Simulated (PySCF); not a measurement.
# Löwdin shares of the frontier orbitals

Species: formyl fluoride, CHFO.
Numbering: `[O:1]=[CH:2][F:3]` (hydrogens: H4 on C2)

Geometry (PBE0-D3(BJ)/def2-SVP, Å), atoms numbered from 1 in this order:
```
atom  x, y, z in Å
O1    -0.860   -0.890    0.044
C2    -0.061   -0.026    0.032
F3     1.249   -0.247    0.011
H4    -0.253    1.065    0.037
```

The calculation used TDDFT B3LYP/def2-SVPD, vertical, gas phase, core orbitals frozen in the response in PySCF.

Frontier orbitals with the atoms that hold most of them (Löwdin shares over 4%, at most four atoms; ? is withheld):

| orbital | ε (eV) | atoms |
| --- | --- | --- |
| LUMO+2 | 1.36 | H4 28%, F3 25%, O1 24%, C2 23% |
| LUMO+1 | 0.55 | C2 51%, H4 26%, F3 12%, O1 11% |
| LUMO | -1.42 | ? |
| HOMO | ? | O1 70%, C2 14%, F3 10%, H4 6% |
| HOMO-1 | -11.20 | ? |
| HOMO-2 | -11.92 | F3 62%, O1 18%, C2 12%, H4 7% |
| HOMO-3 | -14.06 | O1 63%, F3 21%, C2 16% |

Problem. Which atoms hold the LUMO, and with what shares?

Solution. C2 (bonded to F, O and H) 45%; O1 (bonded to C) 34%; F3 (bonded to C) 13%; H4 (bonded to C) 8%.

Problem. Give the leading atoms of the HOMO-1.

Solution. O1 (bonded to C) 52%; F3 (bonded to C) 29%; C2 (bonded to F, O and H) 18%.

Problem. What is the HOMO energy, and the HOMO–LUMO gap?

Solution. ε(HOMO) = -9.39 eV; the gap is 7.97 eV (0.2928 hartree).

Problem. The HOMO–LUMO gap is 7.97 eV. Where does the response calculation put the lowest singlet, and from which orbitals?

Solution. S1 is at 5.94 eV (f = 0.0018), 2.03 eV below the gap, made of HOMO→LUMO (100%). Without the coupling terms of the response equations the lowest excitation would equal the gap.

Problem. One configuration dominates each of S1, S2, S3 and S6. Which, and how do the shares of the two leading atoms of either orbital change from the occupied to the empty one?

Solution. 
- S1 (5.94 eV, f 0.0018), HOMO→LUMO (100%): O1 70% → 34%, C2 14% → 45%; low, almost dark, from the terminal oxygen into the C=O bond, the pattern of n→π*
- S2 (8.69 eV, f 0.0001), HOMO-2→LUMO (100%): F3 62% → 13%, O1 18% → 34%, C2 12% → 45%
- S3 (8.87 eV, f 0.0076), HOMO→LUMO+1 (86%): O1 70% → 11%, C2 14% → 51%, H4 6% → 26%
- S6 (10.64 eV, f 0.0066), HOMO-1→LUMO+1 (99%): O1 52% → 11%, F3 29% → 12%, C2 18% → 51%, H4 at most 1% → 26%

Löwdin shares depend on the basis, the more so with diffuse functions.
